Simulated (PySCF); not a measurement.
**Simulated absorption spectrum**

Species: HC≡CCF(CH3)2, C₅H₇F.
Numbering: `[CH:1]#[C:2][C:3]([CH3:4])([CH3:5])[F:6]` (hydrogens: H7 on C1; H8, H9, H10 on C4; H11, H12, H13 on C5)

Structure used (PBE0-D3(BJ)/def2-SVP), in Å, numbered top down from 1:
```xyz
13
C5H7F angstrom
C      2.4129    0.6796    0.2993
C      1.2203    0.4764    0.2955
C     -0.2272    0.2142    0.2757
C     -0.8285    0.6174   -1.0621
C     -0.5150   -1.2360    0.6327
F     -0.8219    1.0065    1.2519
H      3.4715    0.8631    0.3061
H     -0.6368    1.6818   -1.2539
H     -0.3914    0.0266   -1.8790
H     -1.9150    0.4495   -1.0383
H     -1.6025   -1.3983    0.6499
H     -0.0621   -1.9149   -0.1032
H     -0.1048   -1.4663    1.6252
```

Method used: TDDFT B3LYP/def2-SVPD, vertical, gas phase, core orbitals frozen in the response in PySCF.

Each state is given a Gaussian of 0.25 eV full width at half maximum, with ε(max) = 2.175×10⁸ f / Δν̃ (Δν̃ the width in cm⁻¹). The width is an assumption, not a result. The curve ends short of the highest state used, and states not computed would add to its high-energy end.

E (eV), ε (L mol⁻¹ cm⁻¹) and a bar:
```
     5.89          0 
     5.97          0 
     6.05          2 
     6.13          7 
     6.21         13 
     6.29         15 
     6.37         11 
     6.45         17 
     6.53         65 
     6.61        177 #
     6.69        277 #
     6.77        252 #
     6.85        149 #
     6.93         84 
     7.01         68 
     7.09        170 #
     7.17        851 ####
     7.25       2844 #############
     7.33       5510 ##########################
     7.41       6451 ##############################
     7.49       5485 ##########################
     7.57       4582 #####################
     7.65       3551 #################
     7.73       1883 #########
     7.81        599 ###
     7.89        155 #
     7.97        173 #
     8.05        327 ##
     8.13        481 ##
     8.21        730 ###
```

**Question.** Where are the band maxima, and which computed states make them?

**Answer.** 198 nm (6.27 eV), ε about 15, made up of S1 (100%); 185 nm (6.72 eV), ε about 280, made up of S2 (99%); 168 nm (7.40 eV), ε about 6500, made up of S4 (92%) (ε in L mol⁻¹ cm⁻¹; maxima over ε = 5, shares over 10%). At its high-energy end, 8.21 eV, the curve is still rising (ε about 730, from S6 and S7). The states used: S1 6.27 eV (f 0.0001); S2 6.71 eV (f 0.0026); S3 6.97 eV (f 0.0005); S4 7.38 eV (f 0.056); S5 7.61 eV (f 0.033); S6 8.10 eV (f 0.0031); S7 8.33 eV (f 0.0092); S8 8.54 eV (f 0.0001); S9 8.58 eV (f 0.105); S10 8.81 eV (f 0.0030).

**Question.** On this curve, what absorbance would a 10⁻³ mol/L sample give at 193 nm over a 1 cm path?

**Answer.** 193 nm is 6.424 eV, where ε is about 12 L mol⁻¹ cm⁻¹, so A = ε c l ≈ 0.012 (Beer–Lambert, with the gas-phase spectrum and the assumed width).

**Question.** What would ε be at 7.40 eV, the highest of these maxima, with half the width (0.125 eV)?

**Answer.** About 11300 L mol⁻¹ cm⁻¹ against 6470, a factor of about 1.8; a lone state at its own centre would give exactly 2.

**Question.** Coming from long wavelengths, where does ε first pass 100 L mol⁻¹ cm⁻¹?

**Answer.** At about 189 nm (6.56 eV), 0.29 eV above S1.

All these states lie below the vertical ionisation energy of 10.35 eV (ΔSCF).
